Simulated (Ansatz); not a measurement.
A made-up structure of CHCl2, doublet:

Cl1  (-1.645, 0.311, -0.675)
C2  (0.111, 0.126, -0.022)
Cl3  (0.682, -1.491, 0.754)
H4  (0.852, 1.055, -0.057)
(Å)

It is relaxed with PBE-D4/def2-SVP and then PBE0-D4/def2-TZVP (Ansatz 0.2.0). Atoms count as bonded within 1.22 times the sum of their covalent radii (H–H: 0.88 Å). The end point is not checked to be a true minimum.

(1) Does its bonding change? (A judgement: the text doesn't fix the answer.)

Answers

(1) By the calculation: No: no bond forms or breaks.

Where it ends: The first stage lowers the energy by 0.78 eV in 8 steps. It ends as CHCl₂ ([Cl][CH][Cl]):
| atom | x (Å) | y (Å) | z (Å) |
| --- | --- | --- | --- |
| Cl1 | -1.4549 | 0.2635 | -0.6426 |
| C2 | 0.0513 | 0.1588 | 0.1167 |
| Cl3 | 0.6229 | -1.3452 | 0.6337 |
| H4 | 0.7807 | 0.9229 | -0.1078 |

Labels in which every atom is bracketed show which atoms are joined, not bond orders.

For scale, one of the runs: PBE0-D4/def2-TZVP relaxation, 111 basis functions, launched by `ansatz run in.yaml --threads 2 --pin off --events-out ev --progress --plain --max-ram 4352MiB`. The run took about 12 s on 2 CPU threads of an Arm Neoverse V2 (shared host).
